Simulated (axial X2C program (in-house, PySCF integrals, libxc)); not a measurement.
**SiCl⁻: properties at the nuclei**

Calculated with an in-house all-electron X2C program for linear molecules (integrals from PySCF): two-component X2C with atomic mean-field Coulomb and Gaunt terms, Gaussian nuclei, basis Cl dyall-av3z, Si dyall-av3z with contracted cores.

R = 2.248 Å (near the PBE0 minimum at charge -1 of the determinant lowest at the starting distance; the state shown can have its own minimum elsewhere).

Determinant lowest in the PBE0 search, Ω = 1 (⟨Sz⟩ = 1.00, ⟨Lz⟩ = 0.00 at PBE0), spin on the atoms Cl -0.01, Si 1.01:

| level | Eeff magnitude (GV/cm) | Ws magnitude Cl (kHz) | Ws magnitude Si (kHz) | A∥/gI Cl (MHz) | qzz Cl (a.u.) | A∥/gI Si (MHz) | qzz Si (a.u.) |
| --- | --- | --- | --- | --- | --- | --- | --- |
| PBE0 | 0.0293 | 0.00129 | 0.01 | -15 | 1.54 | -126 | 0.64 |
| HF | 0.052 | 0.00392 | 0.0237 | 8.9 | 1.46 | -89.7 | 0.73 |
| BHandHLYP | 0.0239 | 0.000895 | 0.01 | -6.75 | 1.46 | -96.6 | 0.74 |
| PBE50 | 0.0333 | 0.000154 | 0.0129 | -8.07 | 1.53 | -119 | 0.70 |
| B3LYP | 0.0205 | 0.000884 | 0.00701 | -15.4 | 1.48 | -98.9 | 0.68 |

Determinant 0.72 eV from it at PBE0 and this distance, Ω = 0 (closed shell), highest spinor 82% Si p, 7% Cl d, 6% Cl p:

```tsv
level	qzz Cl (a.u.)	qzz Si (a.u.)
PBE0	1.50	0.57
HF	1.43	0.62
BHandHLYP	1.46	0.63
PBE50	1.50	0.62
B3LYP	1.46	0.58
```

Eeff is the effective electric field on the electron electric dipole moment in this Ω state and Ws the scalar–pseudoscalar constant of the nucleus named (defined with the proton number Z and per Ω); A∥ (defined per Ω) follows by multiplying with gI = μI/(I μN); qzz is the electric field gradient, eQq0 = 234.96 MHz × Q/barn × qzz. The operators were transformed with the bare-nucleus X2C matrices; with these basis sets, hyperfine constants and field gradients can be off by tens of per cent, and where levels differ in sign neither size nor sign is settled.

Task: With Q(35Cl) = -0.08112 barn, gI(29Si) = -1.1106 (g factors from the IAEA table of nuclear moments by Stone; Q from Pyykkö, Mol. Phys. 2018), turn the PBE0 values of the first state into constants in MHz.

Result: eQq0(35Cl) = 234.96 × (-0.08112) × (1.54) = -29.4 MHz; A∥(29Si) = -126 × -1.1106 = 140 MHz.

Each state is one determinant with collinear spin, which with several unpaired electrons need not be a pure state. Unrestricted Hartree–Fock can overshoot spin polarisation at the nuclei. For an anion, determinants above electron detachment, or with a positive highest level, are held by the basis set. A closed determinant beside an open π² or δ² triplet, such as (π1/2)², mixes with its partner pair into the 0⁺ component of the triplet and ¹Σ⁺, so its energy is not that of a level, and 0⁺ can lie lowest. With several open shells hyperfine constants can be off by a factor of several. Where Eeff spreads by more than a factor of two the levels disagree and none is to be relied on. Open-shell Ω = 0 determinants with evenly filled partner blocks cannot be reached by this program, so the Ω shown need not be the lowest component. The search compared states at one distance, so a state with another bond length can lie lower. The sign of Ws at Cl differs between levels in the first state. Further determinants of the search, some of them spin-mixed, are not shown. Where a field gradient or hyperfine factor spreads by more than a factor of two over the levels, a constant derived from it is not to be relied on. PBE0 term energies can be off by some tenths of an eV.
